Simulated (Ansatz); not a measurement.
The input, for Ansatz 0.2.0:

```yaml
crystal:
  periodic: [false, false, false]
  atoms:
    - {symbol: Si, position_ang: [0.000000, 0.000000, 2.528640]}
    - {symbol: Al, position_ang: [0.000000, 0.000000, -2.346593]}
    - {symbol: H, position_ang: [0.000000, 2.844671, -3.821380]}
    - {symbol: H, position_ang: [0.000000, -2.844671, -3.821380]}
basis:
  gaussian: {orbitals: def2-SVP}
magnetization: {spin_polarized: true, initial_magnetization: 3}
hamiltonian: {xc: hf}
accuracy: high
output: {orbitals: {seedname: orbitals}}
```

```sh
$ ansatz run in.yaml --threads 1 --pin off --events-out ev --progress --plain --max-ram 2393MiB
```

The program prints:

```
698 factors; integrals over basis functions are off by at most 4.6e-9 eV
mean field evaluation 1: about -14461.4493 eV, gradient 7.2e0 eV
mean field evaluation 2: about -14461.4613 eV, gradient 7.2e0 eV
mean field evaluation 4: about -14463.5931 eV, gradient 3.0e0 eV
mean field evaluation 8: about -14464.2181 eV, gradient 3.9e-3 eV
mean field evaluation 16: about -14464.2181 eV, gradient 2.6e-8 eV
mean field evaluation 32: about -14464.2181 eV, gradient 1.1e-5 eV
mean field evaluation 64: about -14463.5622 eV, gradient 4.2e0 eV
mean field evaluation 96: about -14464.2069 eV, gradient 2.1e-2 eV
mean field evaluation 128: about -14463.2756 eV, gradient 8.7e0 eV
mean field evaluation 160: about -14464.2071 eV, gradient 1.9e-2 eV
mean field evaluation 192: about -14463.8133 eV, gradient 2.1e0 eV
mean field evaluation 224: about -14463.5570 eV, gradient 1.2e-1 eV
mean field evaluation 256: about -14461.9304 eV, gradient 8.4e0 eV
mean field evaluation 288: about -14463.5664 eV, gradient 3.7e-1 eV
mean field evaluation 320: about -14463.2124 eV, gradient 4.1e-1 eV
mean field evaluation 352: about -14462.9742 eV, gradient 3.6e0 eV
mean field evaluation 384: about -14464.0451 eV, gradient 1.0e-8 eV
mean field evaluation 416: about -14464.2181 eV, gradient 6.9e-4 eV
mean field evaluation 448: about -14464.1744 eV, gradient 8.0e-1 eV
mean field -14464.21813222 eV, -531.5502121598 hartree, gradient 2.8e-8 eV, S^2 4.552904; 9 other end points of the search recorded, 0 dependent functions left out
reference -14464.21813222 eV, -531.5502121598 hartree; 16, 13 occupied and 30, 33 virtual orbitals, 698 factors
Total energy: -14464.21813222 eV, -531.5502121598 hartree
```

Ran on 1 thread of Arm Neoverse N1, shared host: 7.5 s wall, 0.1 GiB peak host memory.
